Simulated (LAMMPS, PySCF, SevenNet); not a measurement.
**Rock-salt LiCl: properties by level of theory**

Reference values: lattice constant a 5.07 Å (measured, static lattice: zero-point anharmonic expansion removed, our sources range from 5.056 to 5.072; as tabulated in Mejia-Rodriguez and Trickey (2018), arXiv:1807.09216); bulk modulus 38.7 GPa (measured, 0 K value with the zero-point phonon effect removed, our sources range from 37.3 to 38.7; as tabulated in Mejia-Rodriguez and Trickey (2018), arXiv:1807.09216).

```
level (code)                                  equilibrium lattice constant a (Å)  bulk modulus B0 (GPa)
--------------------------------------------  ----------------------------------  ---------------------
ionic model catlow1977 (shell model, LAMMPS)                               5.049                   40.5
SevenNet-l3i5                                                              5.158                   31.3
PBE (PySCF)                                                                5.157                   31.7
PBE0 (PySCF)                                                               5.110                   34.0
```

Differences from the reference values (errors of the level alone only where the reference is corrected to a static lattice):

```tsv
level	lattice constant a (%)	bulk modulus (%)
ionic model catlow1977	-0.41	+4.7
SevenNet-l3i5	+1.74	-19.1
PBE	+1.72	-18.1
PBE0	+0.79	-12.1
```

Nearest: lattice constant a, PBE0; bulk modulus, PBE0. Empirical potentials aren't ranked on values they can be fitted to.

Empirical potentials (ionic model catlow1977) are fitted to chosen data: where that held the value shown, agreement is built in, and what lay outside the fit can be far off. Machine-learned potentials (SevenNet-l3i5) are trained on DFT data: a solid inside that data is no test of them.

Differences are worked out from the printed values.

The computed numbers hold no vibrational or temperature effects.
